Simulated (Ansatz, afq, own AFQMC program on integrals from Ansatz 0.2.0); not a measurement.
Two steps: Ansatz 0.2.0 writes the Fock matrix and Cholesky factors of the valence space, and afq projects on them the lowest state that overlaps trial and start.

```yaml
crystal:
  periodic: [false, false, false]
  atoms:
    - {symbol: C, position_ang: [-0.088841, -1.598175, 1.221565]}
    - {symbol: C, position_ang: [-0.314923, -0.590633, 0.133382]}
    - {symbol: O, position_ang: [-1.139059, -0.697573, -0.747604]}
    - {symbol: O, position_ang: [0.487994, 0.463706, 0.215390]}
    - {symbol: Ge, position_ang: [0.239572, 1.654957, -1.177536]}
    - {symbol: H, position_ang: [-0.793950, -2.429985, 1.115563]}
    - {symbol: H, position_ang: [0.945536, -1.969163, 1.172378]}
    - {symbol: H, position_ang: [-0.211847, -1.116011, 2.202232]}
    - {symbol: H, position_ang: [1.216821, 2.780134, -0.748657]}
    - {symbol: H, position_ang: [0.692597, 0.947042, -2.475913]}
basis:
  gaussian: {orbitals: def2-SVP}
magnetization: {spin_polarized: true, initial_magnetization: 1}
correlation: {method: ccsd_t, electrons: outside_noble_gas, hamiltonian_folder: ham}
```

```sh
$ ansatz run in.yaml --threads 1 --pin off --events-out ev --progress --plain --max-ram 24576MiB --backend cuda --devices 0, --max-vram 18GiB
```

afq runs on the folder ham with

```
--method phaseless --trial cisd --walkers 1200 --populations 20 --least-time 60 --time-step 0.005 --steps-per-block 50 --equilibration-blocks 28 --max-blocks 4000 --target-error 0.00032 --factor-cut 1e-05 --start spin_pure --seed 5442 --release-times 0.2,0.4,0.6 --release-step 0.02 --release-every 5 --taylor-order 6
```

Times are imaginary, in 1/Eh. The walk had a cap of 362 s. With eight or more populations the least sampling time is a fifth of least-time, and the error comes from their spread. Filled inner d shells are frozen with the cores.

Output of the walk:

```
orbitals 95  electrons 15 14  factors 833 of 1123
reference energy -2303.30773815 Eh
CCSD correlation -0.75057043 Eh in 14 cycles, weight of the determinant in the CISD state 0.7818
energy of the start -2304.058096 Eh
 block  time / (1/Eh)  mean weight  energy / Eh
     1     0.250  1.0001  -2304.031073
     2     0.500  1.0007  -2304.049203
     3     0.750  1.0006  -2304.059826
     4     1.000  1.0004  -2304.067500
     5     1.250  1.0005  -2304.072317
     9     2.250  0.9991  -2304.079196
    19     4.750  1.0010  -2304.086503
    31     7.750  1.0003  -2304.089217
    43    10.750  1.0007  -2304.083064
    55    13.750  0.9998  -2304.082207
    61    15.250  1.0001  -2304.078722
    67    16.750  0.9995  -2304.080099
    79    19.750  1.0008  -2304.089846
    91    22.750  0.9989  -2304.083002
    97    24.250  1.0009  -2304.093698
   103    25.750  1.0005  -2304.086936
   115    28.750  1.0001  -2304.082691
   127    31.750  0.9995  -2304.081332
   139    34.750  0.9988  -2304.083641
   148    37.000  0.9990  -2304.084504
error from the spread of 20 populations
released: time / (1/Eh)  energy / Eh  error  mean overlap
  0.20  -2304.085629  0.000529  0.9989
  0.40  -2304.086192  0.000655  0.9906
  0.60  -2304.085687  0.000793  0.9886
energy -2304.084676 +/- 0.000644 Eh
(rows thinned)
```

The run passed its tests (sampling time, drift between the halves within three errors, error under three times the target), which doesn't prove that it has relaxed, ending at its cap on processor time.

Against this walk (error 17.5 meV) on the same determinant: CCSD(T) 77.3 meV higher. The error is statistical and leaves out the bias of the constraint. Released to 0.60 1/Eh the energy moves by -27 ± 28 meV (both errors), within twice the noise.

Cautions: constraint bias not in the error; error above the target (17.5 against 8.7 meV); no relativity below Rb; no spin-orbit coupling; inner d shell frozen.

The walk took 6.1 min on 1 × NVIDIA H100 80GB HBM3 with 2 threads of AMD EPYC 7R13 Processor (Zen 3), with other jobs on the host (the card was shared). The log's last line is the phaseless energy.
